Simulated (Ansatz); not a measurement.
C2H5FN2 can be A, `FC1NCN1`, or B, `N=C(F)CN`.

Gas-phase electronic energies from Ansatz, PBE0-D4/def2-TZVP geometries. CBS: MP2 limit from def2 TZ/QZ plus the TZ coupled-cluster correction, frozen cores. Functionals use def2-TZVPP. B3LYP here is the variant with VWN-RPA as its local correlation; programs differ in this. One conformer a species, not always the lowest.

(1) Which isomer does CCSD(T)/CBS put lower? Give the gap. (An estimate is asked.)

(2) Give E(B) − E(A) in kJ/mol with HF/def2-TZVPP, B2PLYP, PBE-D4, r2SCAN-D4, CCSD/def2-TZVPP, B3LYP-D4, B3LYP. (An estimate is asked.)

Largest T1 diagnostic: 0.012.

## Answers

(1) The calculation gave: B, by 86.1 kJ/mol.

(2) Ansatz gave: HF/def2-TZVPP -92.8, B2PLYP -94.3, PBE-D4 -85.8, r2SCAN-D4 -92.4, CCSD/def2-TZVPP -85.5, B3LYP-D4 -96.3, B3LYP -97.3. None reverses the order clearly.

From PBE to PBE0 (25 % exact exchange), in def2-TZVPP and without D4, E(B) − E(A) moves by +8.3 kJ/mol. In def2-TZVPP, CCSD(T) changes the Hartree–Fock value by +5.4 kJ/mol (the triples alone add −1.8 kJ/mol) and MP2 by +7.4 kJ/mol.
